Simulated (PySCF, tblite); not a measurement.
Isomers of C5H9N. Calculated harmonic vibrations of the isolated species, GFN2-xTB (tblite), most abundant isotopes, no scaling. The method is semi-empirical: single wavenumbers can be off by several per cent or more. One conformer each.

Electronic energies: PBE0/pcSseg-1 single points on the GFN2-xTB geometries (PySCF, gas phase).

```
          SMILES  electronic energy, lowest = 0 (kJ/mol)
C=C(C)[C@@H]1CN1                                   147.1
  [H]/N=C\C1CCC1                                   104.6
      C=N/C=C/CC                                   100.8
     C#CC(C)(C)N                                   167.9
     CC(C)(C)C#N                                     0.0
```

Q: How do GFN2-xTB zero-point energies change the relative energies?

A: 
```csv
SMILES,ZPE (kJ/mol),of it from modes above 1550 cm⁻¹,electronic (kJ/mol),"with ZPE, lowest = 0 (kJ/mol)",lowest mode (cm⁻¹),rings
CC(C)(C)C#N,337.5,177.8,0.0,0.0,168,0
C=N/C=C/CC,332.5,181.4,100.8,95.8,56,0
[H]/N=C\C1CCC1,342.5,173.6,104.6,109.6,76,1
C=C(C)[C@@H]1CN1,338.3,176.3,147.1,147.9,66,1
C#CC(C)(C)N,333.3,193.1,167.9,163.7,151,0
```

The zero-point energies span 10.0 kJ/mol, from `C=N/C=C/CC` to `[H]/N=C\C1CCC1`. The order is unchanged.

Q: And how do the electronic energies of GFN2-xTB itself compare?

A: `CC(C)(C)C#N` 0.0; `C=N/C=C/CC` 69.0; `[H]/N=C\C1CCC1` 46.5; `C=C(C)[C@@H]1CN1` 79.2; `C#CC(C)(C)N` 131.1 kJ/mol, lowest = 0. Against the energies above, taken from the same isomer `CC(C)(C)C#N`, the largest difference is 67.9 kJ/mol.

Q: What do entropy and thermal enthalpy add at 298.15 K and 1 bar (rigid rotor, harmonic oscillator, one conformer each)?

A: 
| SMILES | point group | symmetry number | S (J/(mol K)) | H − H(0) (kJ/mol) | ZPE + H − H(0) − TS (kJ/mol) |
| --- | --- | --- | --- | --- | --- |
| CC(C)(C)C#N | C3v | 3 | 336.2 | 22.36 | 259.6 |
| C=N/C=C/CC | C1 | 1 | 351.8 | 22.06 | 249.7 |
| [H]/N=C\C1CCC1 | C1 | 1 | 330.7 | 18.91 | 262.8 |
| C=C(C)[C@@H]1CN1 | C1 | 1 | 334.9 | 20.03 | 258.5 |
| C#CC(C)(C)N | Cs | 1 | 349.6 | 23.21 | 252.2 |
